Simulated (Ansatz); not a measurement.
# CH3NaS: ionisation energy by level of theory

The task here is to estimate one member of a computed series from the others.

The runs use Ansatz 0.2.0, Gaussian basis; unrestricted cation, the program's frozen cores in correlated methods.

The runs, in order: UKS PBE-D4/def2-TZVPP; UKS r2SCAN-D4/def2-TZVPP; UKS PBE0-D4/def2-TZVPP; UKS B3LYP-D4/def2-TZVPP; UKS wB97X-V/def2-TZVPP; UKS wB97M-V/def2-TZVPP; UKS B2PLYP/def2-TZVPP; UHF-CCSD(T)/def2-TZVPP; UHF-CCSD(T)/def2-QZVPP; extrapolation to the limit; then −ε(HOMO) from the neutral's earlier runs with LDA (SPW92), PBE-D4, revPBE-D4, BLYP-D4, r2SCAN-D4, B97M-V, PBE0-D4, B3LYP-D4, r2SCANh-D4, r2SCAN0-D4, HSE06-D4, BHLYP-D4, CAM-B3LYP-D4, LC-ωPBE, ωB97X-V, ωB97M-V.

## Structure used throughout

All runs share one geometry, relaxed beforehand with PBE0-D4 in a triple-zeta def2 set.

SMILES `C[S][Na]`, 6 atoms, charge 0, spin multiplicity 1.

Atoms are counted from 1 here; the program's logs count them from 0.

Bond lengths: C1–S2 1.822 Å, C1–H4 1.092 Å, C1–H5 1.092 Å, C1–H6 1.092 Å, S2–Na3 2.478 Å. Angles: S2–C1–H4 108.5°, S2–C1–H5 112.2°, S2–C1–H6 112.2°, H4–C1–H5 107.6°, H4–C1–H6 107.6°, H5–C1–H6 108.6°, C1–S2–Na3 107.5°.

Geometry (Å):

```xyz
6

C    -0.4131    0.3317   -0.3919
S    -0.1689   -1.2224    0.5271
Na    2.0353   -1.0830    1.6515
H    -1.3857    0.2927   -0.8869
H     0.3449    0.4767   -1.1650
H    -0.4125    1.2043    0.2652
```

Set-up of the first run:

in.yaml reads:

```yaml
crystal:
  periodic: [false, false, false]
  atoms:
    - {symbol: C, position_ang: [-0.413059, 0.331722, -0.391937]}
    - {symbol: S, position_ang: [-0.168930, -1.222360, 0.527131]}
    - {symbol: Na, position_ang: [2.035293, -1.083021, 1.651546]}
    - {symbol: H, position_ang: [-1.385677, 0.292656, -0.886910]}
    - {symbol: H, position_ang: [0.344861, 0.476737, -1.165006]}
    - {symbol: H, position_ang: [-0.412488, 1.204265, 0.265176]}
basis:
  gaussian: {orbitals: def2-TZVPP}
total_charge: 1
magnetization: {spin_polarized: true, initial_magnetization: 1}
hamiltonian: {xc: pbe, dispersion: d4}
```

On the command line:

```
$ ansatz run in.yaml --threads 2 --pin off --events-out ev --progress --plain --max-ram 32768MiB --backend cpu
```

Steps of the session up to this table: Cation, UKS PBE-D4/def2-TZVPP; Cation, UKS r2SCAN-D4/def2-TZVPP; Cation, UKS PBE0-D4/def2-TZVPP; Cation, UKS B3LYP-D4/def2-TZVPP; Cation, UKS wB97X-V/def2-TZVPP; Cation, UKS wB97M-V/def2-TZVPP; Cation, UKS B2PLYP (frozen core)/def2-TZVPP; Cation, UHF-CCSD(T)/def2-TZVPP; Cation, UHF-CCSD(T)/def2-QZVPP.

One table of the session follows, with a row left open; its other results are not shown here.

It belongs to the step «Ionisation energies side by side». Orbital estimates, from the neutral's runs:

```
  functional  −ε(HOMO) (eV)
 LDA (SPW92)           3.84
      PBE-D4           3.73
   revPBE-D4           3.68
     BLYP-D4           3.64
   r2SCAN-D4           3.79
      B97M-V           3.90
     PBE0-D4           4.74
    B3LYP-D4           4.59
  r2SCANh-D4           4.19
  r2SCAN0-D4           4.81
    HSE06-D4           4.35
    BHLYP-D4           5.72
CAM-B3LYP-D4           6.03
     LC-ωPBE              ?
     ωB97X-V           6.96
     ωB97M-V           6.88
```

**Question.** Estimate the row for LC-ωPBE.

**Answer.** −ε(HOMO) (eV): 7.27. In the column «−ε(HOMO) (eV)» it is the highest.

Caveats from the session: The cation may have settled in a state other than its lowest; no search over hole states beyond the program's own was made.
